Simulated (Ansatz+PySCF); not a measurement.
## singlet O₃: levels of theory in one basis

```xyz
3

O     0.0000    0.0000   -0.4540
O     0.0000    1.1456    0.2270
O     0.0000   -1.1456    0.2270
```

Basis set: def2-SVP (spherical functions). Correlated methods keep 3 orbitals frozen. Charge 0, multiplicity 1.

Computed with Ansatz (development build ahead of 0.2.0); each method stands on the lowest determinant of its kind that the runs found. NEVPT2 correlates all electrons. Active spaces start from the frontier orbitals, and the lowest solution found is given.

```
         method  E − E(RHF) (eV)  <S²> of the determinant
            RHF             0.00                     0.00
            UHF            -3.08                     0.97
        RHF-MP2           -17.91                        –
        UHF-MP2           -16.33                     0.97
       RHF-CCSD           -17.10                        –
       UHF-CCSD           -17.39                     0.97
    RHF-CCSD(T)           -18.18                        –
    UHF-CCSD(T)           -17.95                     0.97
   RHF-CCSDT(Q)           -18.42                        –
   UHF-CCSDT(Q)           -18.43                     0.97
SC-NEVPT2(12,9)           -17.27                        –
```

**Question.** What does CASSCF(12,9) give on the same scale?

**Answer.** -7.00 eV.

**Question.** Is a single determinant a sound starting point here?

**Answer.** It is doubtful. Unrestricted orbitals lower Hartree–Fock by 3.08 eV and <S²> is 0.97 where a pure state has 0.00, a sign of strong static correlation. The CASSCF(12,9) natural occupations are 1.99, 1.99, 1.96, 1.95, 1.94, 1.73, 0.32, 0.08, 0.06.

Caution for RHF, RHF-MP2, RHF-CCSD, RHF-CCSD(T), RHF-CCSDT(Q): an unrestricted determinant lies well below. Caution for UHF, UHF-MP2, UHF-CCSD, UHF-CCSD(T), UHF-CCSDT(Q): the unrestricted determinant is a mixture of spin states; the determinant breaks the point group. Caution for RHF-MP2, RHF-CCSD, RHF-CCSD(T), RHF-CCSDT(Q): large share of triples, a single reference is doubtful. Caution for UHF-MP2, UHF-CCSD(T): another reference gives a lower total. Caution for RHF-CCSD, UHF-CCSD, RHF-CCSD(T), UHF-CCSD(T): the program doubts this total. Caution for RHF-CCSDT(Q): the amplitudes may be one of several solutions.
